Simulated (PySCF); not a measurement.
A side-by-side comparison of computed properties.

First species: C₆H₆.
SMILES: `C1=CC=CC=C1`

Second species: C₆H₁₁BSe.
Z-matrix (Å and degrees, PBE0-D3(BJ)/def2-SVP geometry), rows numbered from 1:
```
C 
B   1  1.5729
C   2  1.5728  1  120.30
C   2  1.5598  1  121.18  3  -179.18
C   4  1.3494  2  126.19  1   -13.15
C   5  1.4986  4  118.25  2  -172.73
C   6  1.5269  5  108.50  4   -22.46
Se  4  1.9194  2  122.13  1   171.49
H   1  1.1047  2  108.67  3    56.03
H   1  1.1045  2  109.27  3   -57.90
H   1  1.0988  2  116.53  3   178.47
H   3  1.1041  2  111.20  1   131.35
H   3  1.0992  2  115.12  1     6.80
H   3  1.1068  2  108.00  1  -114.08
H   5  1.0946  4  121.19  2     2.67
H   6  1.1026  5  112.10  4  -145.69
H   6  1.1079  5  108.17  4    97.55
H   7  1.0978  6  113.20  5   149.67
H   7  1.1001  6  111.32  5   -87.44
```

Levels: PBE0/def2-SVPD for dipole moment, HOMO energy, LUMO energy, HOMO–LUMO gap, static isotropic polarisability and electronic spatial extent ⟨r²⟩ about the centre of nuclear charge; TDDFT PBE0/def2-SVPD for lowest singlet excitation; TDA PBE0/def2-SVPD for lowest triplet excitation (Tamm–Dancoff); ΔSCF PBE0/def2-SVPD for vertical ionisation energy; PBE0-D3(BJ)/def2-SVP for rotational constant A and rotational constant C. Geometries: PBE0-D3(BJ)/def2-SVP. Each species is one conformer at its optimised geometry, gas phase, non-relativistic unless stated. Electronic properties by PySCF.

The conformers computed, where there is a choice (atom-mapped SMILES and torsion angles):
- `[CH3:1][B:2]([CH3:3])[C:4]1=[CH:5][CH2:6][CH2:7][Se:8]1`: C1–B2–C4–C5 -13°

```json
{"property": "dipole moment", "column X": "0.00 D", "column Y": "1.92 D"}
{"property": "HOMO energy", "column X": "-7.33 eV", "column Y": "-5.75 eV"}
{"property": "LUMO energy", "column X": "-0.27 eV", "column Y": "-1.39 eV"}
{"property": "HOMO–LUMO gap", "column X": "7.06 eV", "column Y": "4.36 eV"}
{"property": "lowest singlet excitation", "column X": "5.51 eV", "column Y": "3.48 eV"}
{"property": "lowest triplet excitation (Tamm–Dancoff)", "column X": "4.10 eV", "column Y": "2.55 eV"}
{"property": "static isotropic polarisability", "column X": "67.0 au", "column Y": "113.4 au"}
{"property": "vertical ionisation energy", "column X": "9.31 eV", "column Y": "7.61 eV"}
{"property": "electronic spatial extent ⟨r²⟩ about the centre of nuclear charge", "column X": "460 bohr²", "column Y": "1542 bohr²"}
{"property": "rotational constant A", "column X": "5.695 GHz", "column Y": "2.200 GHz"}
{"property": "rotational constant C", "column X": "2.847 GHz", "column Y": "0.745 GHz"}
```

Problem. Which column belongs to which species?

Solution. Column X is the first species and column Y the second. The first has 12 atoms and 42 electrons, the second 19 and 86.

Problem. How does each property change from the first species to the second?

Solution. dipole moment +1.92 D; HOMO energy +1.58 eV; LUMO energy -1.12 eV; HOMO–LUMO gap -2.70 eV; lowest singlet excitation -2.03 eV; lowest triplet excitation (Tamm–Dancoff) -1.55 eV; static isotropic polarisability +46.4 au; vertical ionisation energy -1.70 eV; electronic spatial extent ⟨r²⟩ about the centre of nuclear charge +1082 bohr²; rotational constant A -3.495 GHz; rotational constant C -2.102 GHz.

On the first: The ΔSCF ionisation energy exceeds −ε(HOMO) by 1.98 eV with PBE0. The principal polarisabilities are 42.1, 79.5 and 79.5 au; their mean is the isotropic value.

On the second: No computed singlet falls in the visible range (750 to 380 nm, 1.65 to 3.26 eV); S1 lies 0.22 eV above its blue end. S1 lies 0.88 eV below the HOMO–LUMO gap; its leading configuration is HOMO→LUMO, weight 0.98. The calculation is non-relativistic and has no spin–orbit coupling, an omission that weighs most on selenium.
